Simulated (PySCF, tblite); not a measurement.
# 1-butyne: dynamics, then NMR shifts on frames

Aim: move 1-butyne (`C#CCC`) away from its starting geometry and see how NMR shifts follow the geometry.

Computed with tblite 0.8.0 and PySCF 2.14.0, with density-fitted response routines of our own, on a single molecule in the gas phase. Atoms count from 0, in the outputs and in this text.

### 1 Starting geometry

10 atoms, charge 0, multiplicity 1; geometry from: GFN2-xTB.

Bonds of the start (Å): C0–C1 1.20, C1–C2 1.45, C2–C3 1.53, C0–H4 1.05, C2–H5 1.09, C2–H6 1.09, C3–H7 1.09, C3–H8 1.09, C3–H9 1.09.

### 2 Thermal motion with GFN2-xTB

The job: settings as JSON, then the geometry in Å.

```
{"job": {"kind": "md", "xc": "GFN2-xTB", "basis": "xTB", "temperature": 600, "steps": 2000, "every": 50, "frames": 5}, "charge": 0, "multiplicity": 1}
C      2.209224    -0.291248    -0.422566
C      1.113015     0.163869    -0.272845
C     -0.225220     0.686903    -0.083970
C     -1.196978    -0.416373     0.335435
H      3.174289    -0.679316    -0.556785
H     -0.561164     1.142296    -1.020572
H     -0.193667     1.467567     0.682213
H     -1.239888    -1.192975    -0.425189
H     -0.875738    -0.870697     1.270230
H     -2.194990    -0.005371     0.471522
```

Level: GFN2-xTB Langevin dynamics, gas phase.

Run with:

```
OMP_NUM_THREADS=1 python probes_run.py task.json out
```

One launch serves the whole session: the jobs run in the order shown.

The program printed:

```text
t/fs     T/K      E/eV
    0.0   508.5   -314.18890
   25.0   353.6   -313.91919
   50.0   566.6   -313.99069
   75.0   492.0   -313.75139
  100.0   436.9   -313.53380
  125.0   383.2   -313.34595
  150.0   567.6   -313.66626
  175.0   614.7   -313.65720
  200.0   528.7   -313.15046
  225.0   830.1   -313.31566
  250.0   836.8   -313.58311
  275.0   821.8   -313.64380
  300.0   827.7   -313.54348
  325.0   606.8   -313.04100
  350.0   634.1   -313.07762
  375.0   729.5   -313.46781
  400.0   766.5   -313.71857
  425.0   418.8   -313.35074
  450.0   588.4   -313.49502
  475.0   288.7   -313.40450
  500.0   715.6   -313.81736
  525.0   485.1   -313.28853
  550.0   684.9   -313.62109
  575.0   395.3   -313.41310
  600.0   591.4   -313.24378
  625.0   943.8   -313.47224
  650.0   759.6   -313.14584
  675.0   769.0   -313.36125
  700.0   724.7   -313.38798
  725.0   612.5   -313.40595
  750.0   571.9   -313.25124
  775.0   783.7   -313.57164
  800.0   510.3   -313.33298
  825.0   790.3   -313.55195
  850.0   521.9   -313.47515
  875.0   531.8   -313.48787
  900.0   903.3   -313.89628
  925.0   512.3   -313.23673
  950.0   684.4   -313.38264
  975.0   798.0   -313.31753
 1000.0   817.1   -313.29790
```

Wall time 5.3 s (1 thread of Arm Neoverse V1, shared host); peak memory 0.18 GiB.

Distance from the start (root mean square after alignment): 0 fs 0.00 Å, 200 fs 0.20 Å, 400 fs 1.09 Å, 600 fs 1.08 Å, 800 fs 1.08 Å, 1000 fs 0.64 Å.

Positions (Å) and forces (eV/Å) at 1000 fs:

```xyz
10

C    -0.438    1.042   -1.220   -0.973    0.324    2.237
C    -0.812    0.895   -0.061    0.789    0.019   -2.433
C    -1.317    0.389    1.246    3.938    0.628   -1.317
C    -1.274   -1.180    1.055   -0.513    1.646    1.400
H    -0.252    1.463   -2.183    0.080   -0.407    0.563
H    -2.138    1.013    1.334   -2.438    0.028    0.657
H    -0.555    0.896    1.991   -1.096   -1.600   -0.733
H    -2.158   -1.661    1.503    0.171    0.208   -0.675
H    -1.108   -1.336   -0.013   -0.316   -0.487    0.567
H    -0.442   -1.499    1.665    0.357   -0.358   -0.267
```

### 3 Shielding tensors: 250 fs, PBE0/pcSseg-1

The job: settings as JSON, then the geometry in Å.

```
{"job": {"kind": "nmr", "xc": "PBE0", "basis": "pcSseg-1", "pop": false}, "charge": 0, "multiplicity": 1}
C      1.922400     0.644000    -0.629800
C      0.896700     0.320600    -0.097100
C     -0.599800     0.099000     0.260000
C     -1.107700    -1.343700     0.182100
H      2.871000     0.803200    -1.089600
H     -1.170400     0.940500    -0.150800
H     -0.658600     0.238900     1.288600
H     -1.163200    -1.658600    -0.845300
H     -0.506900    -2.024000     0.776200
H     -2.045200    -1.374400     0.627900
```

Level: GIAO PBE0/pcSseg-1 NMR shielding, non-relativistic, gas phase.

The program printed:

```text
coarse grid: 8064 points
cycle   1  E = -155.6661145018  dE =  3.079e-01  |g| = 3.661e-01  |ddm| = 2.767e+00
cycle   2  E = -155.6734584620  dE = -7.344e-03  |g| = 3.278e-01  |ddm| = 8.297e-01
cycle   3  E = -155.7007088110  dE = -2.725e-02  |g| = 5.361e-02  |ddm| = 3.565e-01
cycle   4  E = -155.7010005440  dE = -2.917e-04  |g| = 4.162e-02  |ddm| = 6.313e-02
cycle   5  E = -155.7014268515  dE = -4.263e-04  |g| = 5.589e-03  |ddm| = 2.932e-02
cycle   6  E = -155.7014336523  dE = -6.801e-06  |g| = 1.529e-03  |ddm| = 5.573e-03
final grid: 77064 points
cycle   7  E = -155.7278938269  dE = -2.052e-05  |g| = 6.527e-03  |ddm| = 2.241e-02
cycle   8  E = -155.7278882141  dE =  5.613e-06  |g| = 8.038e-03  |ddm| = 1.067e-02
cycle   9  E = -155.7279036113  dE = -1.540e-05  |g| = 2.207e-03  |ddm| = 6.297e-03
cycle  10  E = -155.7279048111  dE = -1.200e-06  |g| = 1.973e-04  |ddm| = 1.469e-03
cycle  11  E = -155.7279048199  dE = -8.847e-09  |g| = 6.774e-05  |ddm| = 2.907e-04
cycle  12  E = -155.7279048212  dE = -1.205e-09  |g| = 9.702e-06  |ddm| = 9.620e-05
cycle  13  E = -155.7279048212  dE = -2.058e-11  |g| = 2.829e-06  |ddm| = 1.106e-05
converged SCF energy = -155.7279048212

GIAO shielding tensors (ppm)
atom      isotropic    diamagn.    paramagn.     s11        s22        s33       span
  0 C      108.232     259.145    -150.913     27.647     34.420    262.629    234.982
  1 C       93.957     264.818    -170.861    -11.670      1.803    291.737    303.407
  2 C      169.239     246.720     -77.481    146.641    167.257    193.819     47.178
  3 C      175.354     245.524     -70.170    161.212    173.012    191.839     30.626
  4 H       29.891      32.335      -2.443     24.614     24.772     40.288     15.674
  5 H       29.216      28.843       0.372     23.609     28.505     35.533     11.925
  6 H       30.635      31.102      -0.466     25.059     30.820     36.027     10.968
  7 H       30.569      28.850       1.718     26.204     28.672     36.829     10.626
  8 H       30.613      29.118       1.494     26.626     28.793     36.418      9.792
  9 H       31.987      29.788       2.199     27.466     29.287     39.208     11.742
```

Run time: 4.1 s. Hardware: 1 thread of Arm Neoverse V1, shared host; peak memory 0.44 GiB.

Shifts follow as δ = σ(reference) − σ, with reference shieldings (ppm) from runs at the same level and on the same kind of geometry: ¹H TMS 31.72, ¹³C TMS 186.9. The references are single molecules in the gas phase. Each atom is listed at this fixed geometry, with no averaging over motion; a spectrum would average atoms that exchange fast.

```
atoms                           environment  σ (ppm)  δ (ppm)
   C1                         alkyne carbon     94.0     93.0
   C0                terminal alkyne carbon    108.2     78.7
   C2                   propargylic sp3 CH2    169.2     17.7
   C3                         methyl carbon    175.4     11.6
   H5     hydrogen on a propargylic sp3 CH2    29.22     2.50
   H4  hydrogen on a terminal alkyne carbon    29.89     1.83
   H7           hydrogen on a methyl carbon    30.57     1.15
   H8           hydrogen on a methyl carbon    30.61     1.10
   H6     hydrogen on a propargylic sp3 CH2    30.64     1.08
   H9           hydrogen on a methyl carbon    31.99    -0.27
```

### 4 Shielding tensors: 425 fs, PBE0/pcSseg-1

The job: settings as JSON, then the geometry in Å.

```
{"job": {"kind": "nmr", "xc": "PBE0", "basis": "pcSseg-1", "pop": false}, "charge": 0, "multiplicity": 1}
C      1.797000     0.595000    -0.008500
C      0.726300     0.078200    -0.228100
C     -0.683600    -0.204500     0.101800
C     -0.825400    -1.765600    -0.000400
H      2.850100     0.768000     0.074000
H     -1.109900     0.186800    -0.848700
H     -0.855600     0.222900     1.044000
H     -1.109600    -2.325200     0.887900
H     -1.533000    -1.903100    -0.830300
H      0.080200    -2.239300    -0.223100
```

Level: GIAO PBE0/pcSseg-1 NMR shielding, non-relativistic, gas phase.

The program printed:

```text
coarse grid: 8064 points
cycle   1  E = -155.6497908927  dE =  3.417e-01  |g| = 3.604e-01  |ddm| = 2.697e+00
cycle   2  E = -155.6568684048  dE = -7.078e-03  |g| = 3.250e-01  |ddm| = 8.343e-01
cycle   3  E = -155.6846450118  dE = -2.778e-02  |g| = 3.131e-02  |ddm| = 4.034e-01
cycle   4  E = -155.6847036395  dE = -5.863e-05  |g| = 2.683e-02  |ddm| = 3.988e-02
cycle   5  E = -155.6848663475  dE = -1.627e-04  |g| = 8.720e-03  |ddm| = 2.260e-02
cycle   6  E = -155.6848841674  dE = -1.782e-05  |g| = 1.820e-03  |ddm| = 7.282e-03
cycle   7  E = -155.6848850224  dE = -8.550e-07  |g| = 1.206e-04  |ddm| = 1.850e-03
final grid: 77064 points
cycle   8  E = -155.7110651388  dE = -2.175e-05  |g| = 5.706e-03  |ddm| = 2.044e-02
cycle   9  E = -155.7110644983  dE =  6.405e-07  |g| = 5.981e-03  |ddm| = 9.553e-03
cycle  10  E = -155.7110733763  dE = -8.878e-06  |g| = 1.126e-03  |ddm| = 4.847e-03
cycle  11  E = -155.7110736799  dE = -3.036e-07  |g| = 2.980e-04  |ddm| = 9.576e-04
cycle  12  E = -155.7110737006  dE = -2.073e-08  |g| = 7.526e-05  |ddm| = 2.803e-04
cycle  13  E = -155.7110737020  dE = -1.445e-09  |g| = 8.888e-06  |ddm| = 9.765e-05
cycle  14  E = -155.7110737020  dE = -1.887e-11  |g| = 1.291e-06  |ddm| = 1.420e-05
converged SCF energy = -155.7110737020

GIAO shielding tensors (ppm)
atom      isotropic    diamagn.    paramagn.     s11        s22        s33       span
  0 C      101.072     261.191    -160.119     12.284     47.124    243.808    231.524
  1 C       87.581     270.056    -182.475    -37.218      3.167    296.795    334.013
  2 C      175.247     244.145     -68.898    163.363    176.786    185.591     22.228
  3 C      174.108     246.226     -72.117    148.213    173.342    200.770     52.557
  4 H       29.436      31.542      -2.106     24.513     24.837     38.959     14.445
  5 H       28.352      28.508      -0.156     22.916     27.608     34.534     11.618
  6 H       29.544      30.317      -0.773     24.242     29.302     35.088     10.846
  7 H       30.342      28.309       2.032     26.447     27.827     36.751     10.304
  8 H       29.796      27.863       1.933     24.366     28.307     36.714     12.348
  9 H       31.561      30.570       0.991     26.922     31.381     36.380      9.458
```

It took 3.9 s on 1 thread of Arm Neoverse V1, shared host; peak memory 0.46 GiB.

In short: δ C1 99.3, C0 85.9, C3 12.8, C2 11.7, H5 3.36, H4 2.28 ppm.

### 5 Shielding tensors: 625 fs, PBE0/pcSseg-1

The job: settings as JSON, then the geometry in Å.

```
{"job": {"kind": "nmr", "xc": "PBE0", "basis": "pcSseg-1", "pop": false}, "charge": 0, "multiplicity": 1}
C      2.049300     0.213300    -0.292200
C      0.905900    -0.122700     0.103400
C     -0.241300    -0.489300     0.960200
C     -0.937300    -1.692800     0.328800
H      2.870700     0.127200    -1.033700
H     -0.826000     0.404300     1.190900
H      0.274700    -0.720500     1.946200
H     -0.758000    -2.584700     0.944900
H     -2.061000    -1.677200     0.206400
H     -0.618200    -1.826400    -0.679300
```

With the program's defaults for keys left out, this is: GIAO PBE0/pcSseg-1 NMR shielding, non-relativistic, gas phase.

The program printed:

```text
coarse grid: 8064 points
cycle   1  E = -155.6688069549  dE =  2.065e-01  |g| = 3.180e-01  |ddm| = 2.697e+00
cycle   2  E = -155.6721267549  dE = -3.320e-03  |g| = 3.035e-01  |ddm| = 7.150e-01
cycle   3  E = -155.6954376848  dE = -2.331e-02  |g| = 7.404e-02  |ddm| = 3.452e-01
cycle   4  E = -155.6963124482  dE = -8.748e-04  |g| = 4.638e-02  |ddm| = 7.821e-02
cycle   5  E = -155.6968497361  dE = -5.373e-04  |g| = 5.753e-03  |ddm| = 3.278e-02
cycle   6  E = -155.6968571053  dE = -7.369e-06  |g| = 1.689e-03  |ddm| = 6.701e-03
final grid: 77064 points
cycle   7  E = -155.7223193917  dE = -1.402e-05  |g| = 6.430e-03  |ddm| = 1.881e-02
cycle   8  E = -155.7223096379  dE =  9.754e-06  |g| = 8.897e-03  |ddm| = 1.121e-02
cycle   9  E = -155.7223280734  dE = -1.844e-05  |g| = 2.934e-03  |ddm| = 7.496e-03
cycle  10  E = -155.7223302529  dE = -2.180e-06  |g| = 1.889e-04  |ddm| = 1.926e-03
cycle  11  E = -155.7223302613  dE = -8.358e-09  |g| = 5.678e-05  |ddm| = 2.622e-04
cycle  12  E = -155.7223302621  dE = -8.519e-10  |g| = 1.002e-05  |ddm| = 7.914e-05
converged SCF energy = -155.7223302621

GIAO shielding tensors (ppm)
atom      isotropic    diamagn.    paramagn.     s11        s22        s33       span
  0 C      102.416     265.868    -163.452     11.646     42.880    252.724    241.078
  1 C       76.459     266.311    -189.852    -47.799    -13.782    290.958    338.757
  2 C      169.372     243.669     -74.298    159.576    164.401    184.138     24.562
  3 C      175.184     244.682     -69.498    157.067    173.517    194.967     37.900
  4 H       27.612      30.146      -2.534     22.260     23.612     36.963     14.704
  5 H       29.268      28.798       0.470     24.291     28.088     35.426     11.135
  6 H       27.785      27.177       0.609     22.799     27.058     33.499     10.700
  7 H       29.793      27.268       2.524     25.008     27.989     36.381     11.373
  8 H       29.548      27.159       2.389     25.604     26.621     36.418     10.814
  9 H       30.785      29.550       1.236     25.956     30.653     35.748      9.792
```

It took 3.7 s on 1 thread of Arm Neoverse V1, shared host; peak memory 0.46 GiB.

In short: δ C1 110.5, C0 84.5, C2 17.6, C3 11.7, H4 4.11, H6 3.93 ppm.

### 6 Nuclear shieldings: 800 fs, PBE0/pcSseg-1

The job: settings as JSON, then the geometry in Å.

```
{"job": {"kind": "nmr", "xc": "PBE0", "basis": "pcSseg-1", "pop": false}, "charge": 0, "multiplicity": 1}
C      1.040800     0.541600    -0.791900
C      0.666000    -0.003000     0.192100
C     -0.280000    -0.072600     1.297800
C     -1.432100    -1.091100     1.243200
H      1.595000     1.197600    -1.349800
H     -0.757600     0.874800     1.223200
H      0.169900    -0.088000     2.316700
H     -1.094200    -2.125000     1.474800
H     -2.139100    -0.664600     1.841200
H     -1.909700    -1.111300     0.287600
```

Method: GIAO PBE0/pcSseg-1 NMR shielding, non-relativistic, gas phase.

The program printed:

```text
coarse grid: 8064 points
cycle   1  E = -155.6508976513  dE =  4.416e-01  |g| = 3.827e-01  |ddm| = 2.727e+00
cycle   2  E = -155.6587686087  dE = -7.871e-03  |g| = 3.427e-01  |ddm| = 7.992e-01
cycle   3  E = -155.6887808512  dE = -3.001e-02  |g| = 5.111e-02  |ddm| = 3.816e-01
cycle   4  E = -155.6890282609  dE = -2.474e-04  |g| = 4.047e-02  |ddm| = 6.226e-02
cycle   5  E = -155.6894288418  dE = -4.006e-04  |g| = 5.818e-03  |ddm| = 2.826e-02
cycle   6  E = -155.6894363955  dE = -7.554e-06  |g| = 1.596e-03  |ddm| = 5.905e-03
final grid: 77064 points
cycle   7  E = -155.7152750173  dE = -2.027e-05  |g| = 6.692e-03  |ddm| = 1.870e-02
cycle   8  E = -155.7152675854  dE =  7.432e-06  |g| = 8.586e-03  |ddm| = 1.128e-02
cycle   9  E = -155.7152850515  dE = -1.747e-05  |g| = 2.461e-03  |ddm| = 6.903e-03
cycle  10  E = -155.7152865463  dE = -1.495e-06  |g| = 2.037e-04  |ddm| = 1.643e-03
cycle  11  E = -155.7152865559  dE = -9.624e-09  |g| = 6.253e-05  |ddm| = 2.840e-04
cycle  12  E = -155.7152865570  dE = -1.020e-09  |g| = 9.768e-06  |ddm| = 8.526e-05
cycle  13  E = -155.7152865570  dE = -2.342e-11  |g| = 1.273e-06  |ddm| = 1.384e-05
converged SCF energy = -155.7152865570

GIAO shielding tensors (ppm)
atom      isotropic    diamagn.    paramagn.     s11        s22        s33       span
  0 C      100.538     261.561    -161.024      3.579     36.401    261.634    258.054
  1 C       85.011     265.653    -180.642    -35.706      1.516    289.223    324.929
  2 C      169.472     249.577     -80.105    156.073    169.182    183.160     27.087
  3 C      174.611     247.048     -72.437    159.920    168.892    195.019     35.099
  4 H       30.413      33.172      -2.759     24.254     26.057     40.929     16.676
  5 H       29.055      32.493      -3.438     22.980     30.432     33.753     10.773
  6 H       29.211      28.443       0.767     23.918     28.681     35.033     11.115
  7 H       29.890      27.692       2.198     25.679     27.590     36.403     10.724
  8 H       32.136      30.259       1.877     27.191     30.198     39.019     11.828
  9 H       31.154      31.030       0.124     27.462     29.523     36.478      9.016
```

Wall time 3.8 s (1 thread of Arm Neoverse V1, shared host); peak memory 0.47 GiB.

In short: δ C1 101.9, C0 86.4, C2 17.5, C3 12.3, H5 2.66, H6 2.51 ppm.

### 7 Shielding tensors: 1000 fs, PBE0/pcSseg-1

The job: settings as JSON, then the geometry in Å.

```
{"job": {"kind": "nmr", "xc": "PBE0", "basis": "pcSseg-1", "pop": false}, "charge": 0, "multiplicity": 1}
C     -0.438200     1.041500    -1.220400
C     -0.812500     0.895000    -0.060600
C     -1.316600     0.388900     1.246200
C     -1.274400    -1.180200     1.054800
H     -0.251900     1.462600    -2.183400
H     -2.137600     1.013000     1.334000
H     -0.555100     0.895900     1.990600
H     -2.158300    -1.661300     1.502900
H     -1.107600    -1.336300    -0.013500
H     -0.441900    -1.499400     1.665100
```

With the program's defaults for keys left out, this is: GIAO PBE0/pcSseg-1 NMR shielding, non-relativistic, gas phase.

The program printed:

```text
coarse grid: 8064 points
cycle   1  E = -155.6563860699  dE =  2.479e-01  |g| = 3.354e-01  |ddm| = 2.709e+00
cycle   2  E = -155.6604172621  dE = -4.031e-03  |g| = 3.170e-01  |ddm| = 8.569e-01
cycle   3  E = -155.6858072508  dE = -2.539e-02  |g| = 7.623e-02  |ddm| = 4.368e-01
cycle   4  E = -155.6868758706  dE = -1.069e-03  |g| = 4.160e-02  |ddm| = 8.069e-02
cycle   5  E = -155.6872999653  dE = -4.241e-04  |g| = 5.628e-03  |ddm| = 2.969e-02
cycle   6  E = -155.6873069157  dE = -6.950e-06  |g| = 1.691e-03  |ddm| = 5.476e-03
final grid: 77064 points
cycle   7  E = -155.7133901566  dE = -1.827e-05  |g| = 5.986e-03  |ddm| = 2.040e-02
cycle   8  E = -155.7133850939  dE =  5.063e-06  |g| = 7.473e-03  |ddm| = 1.069e-02
cycle   9  E = -155.7133984363  dE = -1.334e-05  |g| = 2.108e-03  |ddm| = 6.174e-03
cycle  10  E = -155.7133995292  dE = -1.093e-06  |g| = 2.447e-04  |ddm| = 1.488e-03
cycle  11  E = -155.7133995440  dE = -1.479e-08  |g| = 5.476e-05  |ddm| = 2.638e-04
cycle  12  E = -155.7133995448  dE = -7.616e-10  |g| = 1.253e-05  |ddm| = 8.135e-05
converged SCF energy = -155.7133995448

GIAO shielding tensors (ppm)
atom      isotropic    diamagn.    paramagn.     s11        s22        s33       span
  0 C      109.893     259.265    -149.373     37.050     49.798    242.830    205.780
  1 C       77.841     272.212    -194.371    -51.231    -11.687    296.442    347.673
  2 C      170.970     250.944     -79.974    159.883    171.597    181.431     21.548
  3 C      162.735     247.650     -84.915    126.764    172.711    188.730     61.965
  4 H       29.401      31.416      -2.015     24.529     24.782     38.891     14.362
  5 H       30.564      29.427       1.137     25.405     29.785     36.502     11.098
  6 H       27.904      28.170      -0.266     23.442     25.911     34.358     10.916
  7 H       29.435      27.406       2.029     25.283     26.985     36.038     10.755
  8 H       29.327      29.753      -0.426     23.940     30.606     33.436      9.495
  9 H       29.493      30.338      -0.846     25.306     28.139     35.033      9.728
```

It took 3.7 s on 1 thread of Arm Neoverse V1, shared host; peak memory 0.48 GiB.

Key values: δ C1 109.1, C0 77.0, C3 24.2, C2 16.0, H6 3.81, H8 2.39 ppm.

### 8 Comparing the runs: NMR shifts

Shifts (ppm) of some atoms, chosen among heavy atoms and hydrogens apart, with basis size and wall time:

```csv
frame,C1,C0,C2,C3,H4,H8,H6,functions,time
250 fs,93.0,78.7,17.7,11.6,1.83,1.10,1.08,98,4.1 s
425 fs,99.3,85.9,11.7,12.8,2.28,1.92,2.17,98,3.9 s
625 fs,110.5,84.5,17.6,11.7,4.11,2.17,3.93,98,3.7 s
800 fs,101.9,86.4,17.5,12.3,1.30,-0.42,2.51,98,3.8 s
1000 fs,109.1,77.0,16.0,24.2,2.32,2.39,3.81,98,3.7 s
```

### 9 Summary of results

```
                                      quantity                                    value
                                    thermostat                                    600 K
                 mean temperature, second half                                    672 K
       mean potential energy above the minimum                                  0.76 eV
¹³C shifts against TMS (PBE0/pcSseg-1, 250 fs)               93.0, 78.7, 17.7, 11.6 ppm
 ¹H shifts against TMS (PBE0/pcSseg-1, 250 fs)  2.50, 1.83, 1.15, 1.10, 1.08, -0.27 ppm
                      range of the shift of C1                        93.0 to 110.5 ppm
```

In words: In the second half the potential energy averages 0.76 eV above the minimum; equipartition over 24 harmonic modes at 600 K would give 0.62 eV. With 10 atoms the temperature swings widely (289 to 944 K). Shifts at one fixed geometry are not the observed spectrum, which averages over the motion. In the first frame run (250 fs): The largest span, 303 ppm, is at C1, where the paramagnetic term is -171 ppm. Across the 5 runs the shift of C1 moves most, between 93.0 (250 fs) and 110.5 ppm (625 fs).
